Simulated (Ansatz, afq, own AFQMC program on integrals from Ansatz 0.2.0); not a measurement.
AFQMC on a folder of integrals that Ansatz 0.2.0 wrote.

```yaml
crystal:
  periodic: [false, false, false]
  atoms:
    - {symbol: Si, position_ang: [0.000000, -0.076016, 0.557991]}
    - {symbol: N, position_ang: [0.000000, 0.040137, -0.956561]}
    - {symbol: H, position_ang: [0.000000, 1.439372, 0.783962]}
    - {symbol: H, position_ang: [0.000000, 0.895929, -1.489192]}
    - {symbol: H, position_ang: [0.000000, -0.774934, -1.550053]}
basis:
  gaussian: {orbitals: cc-pVDZ}
magnetization: {spin_polarized: false}
correlation: {method: ccsd_t, electrons: outside_noble_gas, hamiltonian_folder: ham}
```

```sh
$ ansatz run in.yaml --threads 1 --pin off --events-out ev --progress --plain --max-ram 1382MiB
```

Options of the walk:

```
--method free --trial cisd --walkers 60 --time-step 0.03 --max-blocks 80 --target-error 0.00042 --factor-cut 1e-05 --seed 9092 --times 0,0.21,0.42,0.81,1.2,1.8,2.4,3 --taylor-order 8
```

Times are imaginary, in 1/Eh. The walk had a cap of 733 s.

Log:

```
orbitals 41  electrons 6 6  factors 326 of 450
reference energy -345.07857723 Eh
CCSD correlation -0.28744736 Eh in 9 cycles, weight of the determinant in the CISD state 0.8774
repeat  energy at the last time / Eh  error
    10  -345.374748  0.001381
    20  -345.373112  0.001192
    30  -345.373721  0.001138
    40  -345.374221  0.000924
    50  -345.375137  0.000885
    60  -345.374720  0.000827
    70  -345.374862  0.000745
    80  -345.374983  0.000683
time / (1/Eh)  energy / Eh  error  mean overlap
  0.00  -345.366577  0.000509  1.1444
  0.21  -345.370129  0.000356  1.1576
  0.42  -345.371868  0.000369  1.1770
  0.81  -345.373061  0.000425  1.1776
  1.20  -345.374138  0.000467  1.1837
  1.80  -345.374291  0.000472  1.1823
  2.40  -345.374321  0.000602  1.1815
  3.00  -345.374983  0.000683  1.1863
energy -345.374983 +/- 0.000683 Eh
```

The run passed its tests (error under three times the target), which doesn't prove that it has relaxed.

Against this walk (error 18.6 meV) on the same determinant: CCSD(T) 43.2 meV higher, CCSDT(Q) 8.2 meV higher (within the noise). The error is statistical, and a free projection of finite length keeps a remainder of its start.

Cautions: remainder of the start not in the error; error above the target (18.6 against 11.4 meV).

The walk took 2.3 min on 1 thread of Arm Neoverse V2 (shared host). The log's last line is the free-projection energy.

CCSDT and higher add their correlation energy to the determinant of the CCSD(T) run, since their own runs factorise the integrals more tightly (a shift of under 2 meV). A walk keeps the symmetry of its determinant, which the program's search chose and which needn't be the lowest solution, so a lower state of the same spin and another symmetry isn't excluded.
